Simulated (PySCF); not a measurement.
# C2H4 (ethylene): r2SCAN/def2-TZVP

Aim: the vertical singlet–triplet gap of C2H4 (ethylene) at r2SCAN/def2-TZVP, from 2 runs. Input form: a Python script.

Program for the calculation: PySCF 2.14.0.

1 further run of the same task is left out (set aside as unsound or not needed).

## (1) The system as given

C2H4 has 6 atoms, charge 0, and is taken as a singlet. SMILES: `C=C`. The shape is that of a PBE0-D4/def2-TZVP optimisation.

Bond lengths: C1–C2 1.323 Å, C1–H3 1.085 Å, C1–H4 1.085 Å, C2–H5 1.085 Å, C2–H6 1.085 Å. Angles: C1–C2–H5 121.7°, C1–C2–H6 121.7°, C2–C1–H3 121.7°, C2–C1–H4 121.7°, H5–C2–H6 116.7°, H3–C1–H4 116.7°.

## (2) A single-point energy at r2SCAN/def2-TZVP

Input file run.py:

```python
from pyscf import gto, dft

system = gto.M(
    atom='''
C     -0.165238    -1.209311    -0.269891
C      0.165332     1.209311     0.269872
H      0.060433    -2.669692     1.150730
H     -0.675464    -1.831334    -2.155233
H     -0.060641     2.669692    -1.150673
H      0.675596     1.831315     2.155195
''',
    max_memory=1860,
    verbose=4,
    spin=0,
    unit='bohr',
    basis='def2-tzvp',
)

mf = dft.RKS(system)
mf.xc = 'r2scan'
mf.grids.level = 5
mf.conv_tol = 1e-10
mf.kernel()
if not mf.converged:
    mf = mf.newton().run(mf.mo_coeff, mf.mo_occ)

e_final = mf.e_tot
print('Final energy', e_final)
```

On the command line:

```bash
$ OMP_NUM_THREADS=1 python run.py
```

The program printed:

```text
PySCF version 2.14.0

[INPUT] num. atoms = 6
[INPUT] num. electrons = 16
[INPUT] charge = 0
[INPUT] spin (= nelec alpha-beta = 2S) = 0
[INPUT] symmetry False subgroup None
[INPUT] Mole.unit = bohr
[INPUT] Symbol           X                Y                Z      unit          X                Y                Z       unit  Magmom
[INPUT]  1 C     -0.087440183978  -0.639939822115  -0.142820166632 AA   -0.165238000000  -1.209311000000  -0.269891000000 Bohr   0.0
[INPUT]  2 C      0.087489926636   0.639939822115   0.142810112265 AA    0.165332000000   1.209311000000   0.269872000000 Bohr   0.0
[INPUT]  3 H      0.031979766388  -1.412740166575   0.608940091922 AA    0.060433000000  -2.669692000000   1.150730000000 Bohr   0.0
[INPUT]  4 H     -0.357440155597  -0.969100218383  -1.140500187823 AA   -0.675464000000  -1.831334000000  -2.155233000000 Bohr   0.0
[INPUT]  5 H     -0.032089835247   1.412740166575  -0.608909928821 AA   -0.060641000000   2.669692000000  -1.150673000000 Bohr   0.0
[INPUT]  6 H      0.357510006989   0.969090164016   1.140480079089 AA    0.675596000000   1.831315000000   2.155195000000 Bohr   0.0

nuclear repulsion = 33.4864175825152
number of shells = 38
number of NR pGTOs = 124
number of NR cGTOs = 86
basis = def2-tzvp
ecp = {}

******** <class 'pyscf.dft.rks.RKS'> ********
method = RKS
initial guess = minao
damping factor = 0
level_shift factor = 0
DIIS = <class 'pyscf.scf.diis.CDIIS'>
diis_start_cycle = 1
diis_space = 8
diis_damp = 0
SCF conv_tol = 1e-10
SCF conv_tol_grad = None
SCF max_cycles = 50
direct_scf = True
direct_scf_tol = 1e-13
XC library pyscf.dft.libxc version 7.0.0
    S. Lehtola, C. Steigemann, M. J.T. Oliveira, and M. A.L. Marques.,  SoftwareX 7, 1–5 (2018)
XC functionals = r2scan
    J. W. Furness, A. D. Kaplan, J. Ning, J. P. Perdew, and J. Sun.,  J. Phys. Chem. Lett. 11, 8208-8215 (2020)
    J. W. Furness, A. D. Kaplan, J. Ning, J. P. Perdew, and J. Sun.,  J. Phys. Chem. Lett. 11, 9248-9248 (2020)
    J. W. Furness, A. D. Kaplan, J. Ning, J. P. Perdew, and J. Sun.,  J. Phys. Chem. Lett. 11, 8208-8215 (2020)
    J. W. Furness, A. D. Kaplan, J. Ning, J. P. Perdew, and J. Sun.,  J. Phys. Chem. Lett. 11, 9248-9248 (2020)
radial grids:
    Treutler-Ahlrichs [JCP 102, 346 (1995); DOI:10.1063/1.469408] (M4) radial grids

becke partition: Becke, JCP 88, 2547 (1988); DOI:10.1063/1.454033
pruning grids: <function nwchem_prune>
grids dens level: 5
symmetrized grids: False
atomic radii adjust function: <function treutler_atomic_radii_adjust>
small_rho_cutoff = 0
Set gradient conv threshold to 1e-05
Initial guess from minao.
tot grids = 180120
init E= -78.5079583780091
  HOMO = -0.336823167275629  LUMO = -0.0959332906462151  gap/eV = 6.55495
cycle= 1 E= -78.5272478676953  delta_E= -0.0193  |g|= 0.348  |ddm|= 1.59
  HOMO = -0.177837251023139  LUMO = 0.0380921623379145  gap/eV = 5.87574
cycle= 2 E= -78.510307865403  delta_E= 0.0169  |g|= 0.434  |ddm|= 0.486
  HOMO = -0.255426813884327  LUMO = -0.0230710941669976  gap/eV = 6.32272
cycle= 3 E= -78.5609027882953  delta_E= -0.0506  |g|= 0.00499  |ddm|= 0.282
  HOMO = -0.255707585279268  LUMO = -0.0237540589114289  gap/eV = 6.31178
cycle= 4 E= -78.5609094431884  delta_E= -6.65e-06  |g|= 0.0015  |ddm|= 0.00719
  HOMO = -0.255978818782761  LUMO = -0.0238815004672759  gap/eV = 6.31569
cycle= 5 E= -78.5609099822623  delta_E= -5.39e-07  |g|= 0.000326  |ddm|= 0.00155
  HOMO = -0.256059386518245  LUMO = -0.0239687378793754  gap/eV = 6.31551
cycle= 6 E= -78.5609100085009  delta_E= -2.62e-08  |g|= 3.91e-05  |ddm|= 0.000251
  HOMO = -0.256060992891587  LUMO = -0.0239699744878052  gap/eV = 6.31552
cycle= 7 E= -78.5609100079674  delta_E= 5.34e-10  |g|= 5.84e-05  |ddm|= 5.81e-05
  HOMO = -0.256061111931611  LUMO = -0.0239700101713609  gap/eV = 6.31552
cycle= 8 E= -78.5609100089154  delta_E= -9.48e-10  |g|= 1.65e-06  |ddm|= 3.54e-05
  HOMO = -0.256061013826528  LUMO = -0.0239698854066503  gap/eV = 6.31552
cycle= 9 E= -78.5609100089165  delta_E= -1.05e-12  |g|= 6.48e-08  |ddm|= 3.89e-06
  HOMO = -0.256061025229116  LUMO = -0.0239698947276885  gap/eV = 6.31552
Extra cycle  E= -78.5609100089164  delta_E= 5.68e-14  |g|= 3.17e-08  |ddm|= 4.66e-07
converged SCF energy = -78.5609100089164
Final energy -78.56091000891644
```

Run time: 17 s. Hardware: 1 thread of Arm Neoverse V2, shared host; peak memory 0.47 GiB.

## (3) The triplet, same level

Input file job.py:

```python
from pyscf import gto, dft

mol = gto.Mole()
mol.atom = '''
C   -0.087440  -0.639940  -0.142820
C    0.087490   0.639940   0.142810
H    0.031980  -1.412740   0.608940
H   -0.357440  -0.969100  -1.140500
H   -0.032090   1.412740  -0.608910
H    0.357510   0.969090   1.140480
'''
mol.max_memory = 1860
mol.basis = 'def2-tzvp'
mol.verbose = 3
mol.spin = 2
mol.charge = 0
mol.build()

mf = dft.UKS(mol)
mf.xc = 'r2scan'
mf.grids.level = 5
mf.conv_tol = 1e-10
mf.kernel()
if not mf.converged:
    mf = mf.newton().run(mf.mo_coeff, mf.mo_occ)

energy = mf.e_tot
print('E = %.10f Eh' % energy)
```

On the command line:

```bash
$ OMP_NUM_THREADS=1 python job.py
```

The program printed:

```text
WARN: HOMO -0.0959333606040538 >= LUMO -0.336823119009154

WARN: HOMO -0.0388413986325311 >= LUMO -0.126639207594096

WARN: HOMO -0.0987135162661126 >= LUMO -0.188703223509496

WARN: HOMO -0.0969174894595461 >= LUMO -0.176835226291495

WARN: HOMO -0.0964106742495403 >= LUMO -0.175750822947293

WARN: HOMO -0.0963890682125914 >= LUMO -0.175406324292247

WARN: HOMO -0.0963910410889461 >= LUMO -0.175403099016055

WARN: HOMO -0.0963934616204618 >= LUMO -0.175402599770045

WARN: HOMO -0.0963947614147465 >= LUMO -0.175403865002494

WARN: HOMO -0.0963947596164303 >= LUMO -0.175403859402014

converged SCF energy = -78.4050838565549  <S^2> = 2.0117863  2S+1 = 3.0078473
E = -78.4050838566 Eh
```

It took 33 s on 1 thread of Arm Neoverse V2, shared host; peak memory 0.48 GiB.

## (4) Results

At r2SCAN/def2-TZVP:

```
                                        quantity         value
                           singlet: total energy  -78.56091 Eh
                          singlet: dipole moment        0.00 D
                            singlet: HOMO energy      -6.97 eV
                            singlet: LUMO energy      -0.65 eV
                          singlet: HOMO–LUMO gap       6.32 eV
                           triplet: total energy  -78.40508 Eh
                          triplet: dipole moment        0.00 D
     triplet: HOMO energy (highest over α and β)      -2.62 eV
                                   triplet: ⟨S²⟩         2.012
vertical energy of the triplet above the singlet      4.240 eV
```

At this shape the triplet lies 4.24 eV (409 kJ/mol) above the singlet.
